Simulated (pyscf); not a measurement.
Four-centre exchange: `[NH2][GaH2]` + `[ClH]` -> `[NH2][GaH][Cl]` + `[H][H]`

Gas phase, singlet surface, charge 0. Bonds broken: Ga2–H5, Cl7–H8. Bonds formed: Ga2–Cl7, H5–H8. Structures and frequencies: ωB97X-D3(BJ)/def2-SVP in PySCF.

Transition state (Å):

```xyz
8

N     -2.2135    -0.7033     0.2156
Ga    -0.8849     0.5255     0.1142
H     -2.0439    -1.6753    -0.0199
H     -3.1686    -0.4448    -0.0092
H      0.5938    -0.2105     0.5583
H     -0.9411     2.0469     0.3683
Cl     0.5053     0.2034    -1.9781
H      0.7940    -0.1462    -0.5143
```

One imaginary mode, 996i cm⁻¹; descent along it reached the two sides named.

```csv
bond,change,reactant side (Å),saddle,product side
Ga2–H5,breaks,1.569,1.710,2.9
Cl7–H8,breaks,1.286,1.532,3.0
Ga2–Cl7,forms,3.0,2.533,2.157
H5–H8,forms,2.7,1.093,0.761
```

Electronic energies relative to the separated reactants (kcal/mol):

```
level                   barrier  reaction energy  reverse barrier
----------------------  -------  ---------------  ---------------
ωB97X-D3(BJ)/def2-TZVP      7.4            -28.0             35.4
PBE/def2-TZVP               4.2            -24.7             28.9
r²SCAN/def2-TZVP            3.8            -27.0             30.8
B3LYP-D3(BJ)/def2-TZVP      7.9            -25.9             33.8
PBE0-D3(BJ)/def2-TZVP       5.1            -25.7             30.8
M06-2X/def2-TZVP            6.4            -30.2             36.6
ωB97M-D3(BJ)/def2-TZVP     10.0            -24.9             34.9
HF/def2-TZVP               22.1            -25.8             47.9
```

With ωB97M-D3(BJ)/def2-TZVP energies and thermal terms (ideal gas, 1 atm, RRHO with modes under 100 cm⁻¹ raised to 100, one conformer, R ln 2 for chiral ones without a mode under 150 cm⁻¹), in kcal/mol:

```tsv
T (K)	ΔH‡	ΔG‡	ΔH	ΔG
298	9.3	18.6	-25.6	-24.7
600	9.1	28.1	-24.9	-24.1
900	9.4	37.5	-24.5	-23.8
1200	9.9	46.8	-24.3	-23.6
```

This is the saddle that the search found; another between the same sides may lie lower. Elements up to Kr have no core potential and no relativistic terms here.
